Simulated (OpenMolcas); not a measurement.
## BOF (SMILES O=BF): methods side by side

The species is BOF (3 atoms), meant as a singlet with charge 0. SMILES: `O=BF`. Geometry: relaxed at PBE0-D4/def2-TZVP.

```xyz
3

O     0.9831   -0.5651    0.4799
B     0.0203   -0.0116    0.0099
F    -1.0034    0.5768   -0.4898
```

Each level gives the energy change with the B2–F3 bond stretched from 1.282 to 1.923 Å (eV). The values are calculated.

```tsv
level	kind	program	value (eV)	less FCI/STO-3G	CPU time (all runs)
SVWN5/STO-3G (restricted)	LDA	OpenMolcas	4.16	+0.99	6.2 s
PBE/STO-3G (restricted)	GGA	OpenMolcas	3.74	+0.57	6.6 s
r2SCAN/STO-3G (restricted)	meta-GGA	OpenMolcas	3.98	+0.81	7.7 s
PBE0/STO-3G (restricted)	global hybrid	OpenMolcas	4.07	+0.90	6.2 s
B2PLYP/STO-3G (restricted)	double hybrid	OpenMolcas	3.93	+0.76	6 s
MP2/STO-3G (restricted)	perturbation theory	OpenMolcas	3.91	+0.74	3.1 s
CISD/STO-3G (restricted)	coupled cluster or CI	OpenMolcas	3.43	+0.26	3.3 s
FCI/STO-3G	exact in the basis	OpenMolcas	3.17	0.00	60 s
```

FCI/STO-3G is exact within its basis and frozen core, so for wave-function methods in that basis the difference is their error; functionals converge differently with the basis, so for them it is only a difference. The first shape isn't each level's own minimum. The values span 3.17 to 4.16 eV. All rows use very small basis sets, so none should be taken for the real molecule's value. CPU times are rough (shared hosts, several kinds of processor and program).
